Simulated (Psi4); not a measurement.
# Si2H4 (SMILES [SiH][SiH3]) at 3 levels

We compute a comparison of 3 runs (UHF/STO-3G, UM06-2X-D3(0)/DZP, UMP2/cc-pVDZ-F12) of Si2H4. 

The calculation is run with Psi4 1.11.

## 1. The structure to begin with

Si2H4 has 6 atoms, charge 0, and is taken as a triplet. As SMILES, `[SiH][SiH3]`. The coordinates come from a GFN2-xTB relaxation.

Bond lengths: Si1–Si2 2.254 Å, Si1–H3 1.473 Å, Si2–H4 1.467 Å, Si2–H5 1.474 Å, Si2–H6 1.474 Å. Angles: Si1–Si2–H4 105.5°, Si1–Si2–H5 115.5°, Si1–Si2–H6 115.4°, Si2–Si1–H3 128.8°, H4–Si2–H5 107.9°, H4–Si2–H6 107.9°, H5–Si2–H6 104.3°.

## 2. The energy at UHF/STO-3G (run 1)

Contents of h4si2.xyz:

```xyz
6
H4Si2
Si     0.322720    -1.575880     0.287350
Si    -0.300130     0.523270    -0.245660
H      1.427930    -2.017820     1.155760
H     -1.456530     0.376070    -1.136010
H      0.714920     1.325330    -0.951090
H     -0.708920     1.369020     0.889660
```

Contents of job.py:

```python
import psi4

psi4.set_memory(1600000000)
psi4.set_num_threads(1)
psi4.set_output_file('output.dat', False)

with open('h4si2.xyz') as f:
    atoms = ''.join(f.readlines()[2:])
mol = psi4.geometry('0 3\n' + atoms + 'symmetry c1')

psi4.set_options({
    'basis': 'STO-3G',
    'reference': 'uhf',
    'puream': True,
    'e_convergence': 1e-09,
    'd_convergence': 1e-08,
    'scf_type': 'pk',
    'maxiter': 200,
})

E, wfn = psi4.energy("hf", molecule=mol, return_wfn=True)
print(f'total energy {E:.8f} hartree = {E * 27.211386:.5f} eV')
for k, v in sorted(psi4.core.scalar_variables().items()):
    print(f'{k:45s} {v:18.10f}')
```

Run with:

```bash
$ python job.py
```

output.dat:

```text
[...]
  Running in c1 symmetry.
[...]
  Nuclear repulsion =   76.540044270488778
[...]
  Multiplicity = 3
[...]
  Nalpha       = 17
  Nbeta        = 15
[...]
    Number of basis functions: 22
[...]
   @UHF iter   1:  -573.42423375905082   -2.06565e+00   4.04430e-03 DIIS/ADIIS
[...]
   @UHF iter  12:  -573.43574460549746   -9.09495e-13   7.60638e-09 DIIS
[...]
   @S^2 Observed:                2.005593780E+00
[...]
    Orbital Energies [Eh]
    ---------------------
    Alpha Occupied:
       1A    -67.944326     2A    -67.824148     3A     -5.932148
       4A     -5.849463     5A     -3.958361     6A     -3.956590
       7A     -3.956290     8A     -3.886587     9A     -3.877656
      10A     -3.863494    11A     -0.705319    12A     -0.602026
      13A     -0.423044    14A     -0.414973    15A     -0.362740
      16A     -0.238780    17A     -0.190210
    Alpha Virtual:
      18A      0.402979    19A      0.518910    20A      0.553462
      21A      0.583015    22A      0.659049
[...]
  @UHF Final Energy:  -573.43574460549746
   => Energetics <=
    Nuclear Repulsion Energy =             76.5400442704887780
    One-Electron Energy =                -952.7789561072074775
    Two-Electron Energy =                 302.8031672312212663
    Total Energy =                       -573.4357446054973479
  UHF NO Occupations:
  HONO-2 :   15  A 1.9982570
  HONO-1 :   16  A 1.0000000
[...]
 Multipole Moments:
 ------------------------------------------------------------------------------------
     Multipole            Electronic (a.u.)      Nuclear  (a.u.)        Total (a.u.)
 ------------------------------------------------------------------------------------
 L = 1.  Multiply by 2.5417464519 to convert [e a0] to [Debye]
 Dipole X            :         -0.0066023           -0.0592217           -0.0658240
 Dipole Y            :         -3.0557495            2.7590956           -0.2966538
 Dipole Z            :          0.0643731           -0.1092692           -0.0448961
 Magnitude           :                                                    0.3071676
[...]
```

The script printed:

```text
total energy -573.43574461 hartree = -15603.98139 eV
CURRENT ENERGY                                   -573.4357446055
CURRENT REFERENCE ENERGY                         -573.4357446055
DD SOLVATION ENERGY                                 0.0000000000
HF KINETIC ENERGY                                 565.9778434066
HF POTENTIAL ENERGY                             -1139.4135880121
HF TOTAL ENERGY                                  -573.4357446055
HF VIRIAL RATIO                                     2.0131770197
NUCLEAR REPULSION ENERGY                           76.5400442705
ONE-ELECTRON ENERGY                              -952.7789561072
PCM POLARIZATION ENERGY                             0.0000000000
PE ENERGY                                           0.0000000000
SCF ITERATION ENERGY                             -573.4357446055
SCF ITERATIONS                                     12.0000000000
SCF TOTAL ENERGY                                 -573.4357446055
TWO-ELECTRON ENERGY                               302.8031672312
```

It took 2.3 s on 1 thread of Intel Xeon Platinum 8488C (Sapphire Rapids), shared host; peak memory 0.18 GiB.

## 3. The energy at UM06-2X-D3(0)/DZP (Cartesian functions, C-PCM cyclohexane) (run 2)

Contents of calc.dat:

```
memory 1.6 GB

molecule system {
  0 3
  Si     0.322720    -1.575880     0.287350
  Si    -0.300130     0.523270    -0.245660
  H      1.427930    -2.017820     1.155760
  H     -1.456530     0.376070    -1.136010
  H      0.714920     1.325330    -0.951090
  H     -0.708920     1.369020     0.889660
  symmetry c1
}

set basis DZP
set reference uks
set scf_type pk
set pcm true

pcm = {
  Units = Angstrom
  Medium {
    SolverType = CPCM
    Solvent = Cyclohexane
  }
  Cavity {
    Type = GePol
    RadiiSet = Bondi
    Scaling = True
    Area = 0.4
    Mode = Implicit
  }
}

result = energy('m06-2x-d3zero')
print_variables()
```

Run with:

```bash
$ psi4 -n 1 calc.dat calc.out
```

calc.out:

```text
[...]
  Running in c1 symmetry.
[...]
  Nuclear repulsion =   76.540044270488778
[...]
  Multiplicity = 3
[...]
  Nalpha       = 17
  Nbeta        = 15
[...]
    Number of basis functions: 68
[...]
   @UKS iter   1:  -581.18271090737119   -4.86940e-01   3.50935e-03 DIIS/ADIIS
[...]
   @UKS iter   8:  -581.21145703899663   -2.02888e-08   2.85922e-07 DIIS
[...]
   @S^2 Observed:                2.004740507E+00
[...]
    Orbital Energies [Eh]
    ---------------------
    Alpha Occupied:
       1A    -67.060205     2A    -67.043579     3A     -5.572425
       4A     -5.560083     5A     -3.886526     6A     -3.885645
       7A     -3.878906     8A     -3.870568     9A     -3.869219
      10A     -3.869108    11A     -0.649072    12A     -0.559519
      13A     -0.423221    14A     -0.413033    15A     -0.386722
      16A     -0.282825    17A     -0.239307
    Alpha Virtual:
      18A      0.042846    19A      0.067582    20A      0.097800
      21A      0.154681    22A      0.168560    23A      0.283352
      24A      0.309925    25A      0.368650    26A      0.373728
[...]
  @UKS Final Energy:  -581.21145703899663
   => Energetics <=
    Nuclear Repulsion Energy =             76.5400442704887780
    One-Electron Energy =                -956.5827303832745656
    Two-Electron Energy =                 319.3227644178582523
    DFT Exchange-Correlation Energy =     -20.4913674709296565
    Empirical Dispersion Energy =          -0.0000259693398318
    VV10 Nonlocal Energy =                  0.0000000000000000
    PCM Polarization Energy =              -0.0001419037997289
    Total Energy =                       -581.2114570389967412
[...]
 Multipole Moments:
 ------------------------------------------------------------------------------------
     Multipole            Electronic (a.u.)      Nuclear  (a.u.)        Total (a.u.)
 ------------------------------------------------------------------------------------
 L = 1.  Multiply by 2.5417464519 to convert [e a0] to [Debye]
 Dipole X            :          0.0948769           -0.0592217            0.0356552
 Dipole Y            :         -2.7834447            2.7590956           -0.0243491
 Dipole Z            :          0.1369317           -0.1092692            0.0276625
 Magnitude           :                                                    0.0512775
[...]
```

It took 9.3 s on 1 thread of Intel Xeon Platinum 8488C (Sapphire Rapids), shared host; peak memory 0.73 GiB.

## 4. A single-point energy at UMP2/cc-pVDZ-F12 (run 3)

Contents of h4si2.py:

```python
import psi4

psi4.set_memory(1600000000)
psi4.set_num_threads(1)
psi4.set_output_file('h4si2.out', False)

molecule = psi4.geometry("""
0 3
Si     0.60985241    -2.97798161     0.54301280
Si    -0.56716350     0.98883699    -0.46423012
H      2.69839663    -3.81312717     2.18406987
H     -2.75244279     0.71066930    -2.14674777
H      1.35100300     2.50451072    -1.79729962
H     -1.33966464     2.58707286     1.68121374
units bohr
symmetry c1
no_reorient
no_com
""")

options = {'reference': 'uhf', 'scf_type': 'pk', 'mp2_type': 'conv', 'diis': False, 'maxiter': 80}
psi4.set_options(options)

e_tot = psi4.energy("mp2/cc-pVDZ-F12", molecule=molecule)
print(f'mp2/cc-pVDZ-F12 energy: {e_tot:.10f} Eh')
```

Run with:

```bash
$ python h4si2.py
```

h4si2.out:

```text
[...]
  Running in c1 symmetry.
[...]
  Nuclear repulsion =   76.540044277768700
[...]
  Multiplicity = 3
[...]
  Nalpha       = 17
  Nbeta        = 15
[...]
    Number of basis functions: 114
[...]
   @UHF iter   1:  -580.08685427350724   -6.00377e-01   2.10464e-03 ADIIS
[...]
   @UHF iter  28:  -580.14467012471835   -3.06954e-12   7.25546e-09
[...]
   @S^2 Observed:                2.014107472E+00
[...]
    Orbital Energies [Eh]
    ---------------------
    Alpha Occupied:
       1A    -68.789255     2A    -68.776395     3A     -6.141537
       4A     -6.127212     5A     -4.252877     6A     -4.250434
       7A     -4.241398     8A     -4.233770     9A     -4.232867
      10A     -4.232579    11A     -0.771873    12A     -0.670072
      13A     -0.502097    14A     -0.493395    15A     -0.462086
      16A     -0.357891    17A     -0.309021
    Alpha Virtual:
      18A      0.041016    19A      0.060219    20A      0.063286
      21A      0.064683    22A      0.075113    23A      0.079086
      24A      0.079694    25A      0.122269    26A      0.142740
[...]
  @UHF Final Energy:  -580.14467012471835
   => Energetics <=
    Nuclear Repulsion Energy =             76.5400442777687005
    One-Electron Energy =                -956.5901592377156248
    Two-Electron Energy =                 299.9054448352285362
    Total Energy =                       -580.1446701247183455
  UHF NO Occupations:
  HONO-2 :   15  A 1.9938537
  HONO-1 :   16  A 1.0000000
[...]
 Multipole Moments:
 ------------------------------------------------------------------------------------
     Multipole            Electronic (a.u.)      Nuclear  (a.u.)        Total (a.u.)
 ------------------------------------------------------------------------------------
 L = 1.  Multiply by 2.5417464519 to convert [e a0] to [Debye]
 Dipole X            :         -0.5071114            0.5549369            0.0478255
 Dipole Y            :         25.8134442          -25.8588990           -0.0454547
 Dipole Z            :         -0.9866170            1.0241937            0.0375767
 Magnitude           :                                                    0.0759304
[...]
	SCS-MP2 Total Energy (a.u.)        :  -580.61426700801860
	SOS-MP2 Total Energy (a.u.)        :  -580.57404760463396
	SCSN-MP2 Total Energy (a.u.)       :  -580.35702857458909
[...]
	SOS-PI-MP2 Total Energy (a.u.)     :  -580.64561051795317
[...]
	MP2 Total Energy (a.u.)            :  -580.62314290146844
[...]
```

On the terminal:

```text
mp2/cc-pVDZ-F12 energy: -580.6231429015 Eh
```

Wall time 23 s (1 thread of Intel Xeon Platinum 8488C (Sapphire Rapids), shared host); peak memory 0.91 GiB.

## 5. The series

```tsv
run	level	Cartesian functions	SCF convergence threshold	energy (Eh)	dipole moment (D)	HOMO energy (eV)	LUMO energy (eV)	wall time
1	UHF/STO-3G	no	1e-09	-573.435745	0.78	-5.18	6.27	2.3 s
2	UM06-2X-D3(0)/DZP (Cartesian functions, C-PCM cyclohexane)	yes	–	-581.211457	0.13	-6.51	-2.64	9.3 s
3	UMP2/cc-pVDZ-F12	no	–	-580.623143	–	-8.41	0.44	23 s
```

## 6. What came out

```
                                                         quantity          value
                                              run 3: total energy  -580.62314 Eh
run 3: HOMO energy (Hartree–Fock orbitals) (highest over α and β)       -8.41 eV
 run 3: LUMO energy (Hartree–Fock orbitals) (lowest over α and β)        0.44 eV
                                        run 3: correlation energy     -478.5 mEh
                         run 3: ⟨S²⟩ of the reference determinant          2.014
```

What this shows: In run 1 the basis is minimal, so the values are rough. All runs together took 35 s, the longest 23 s.
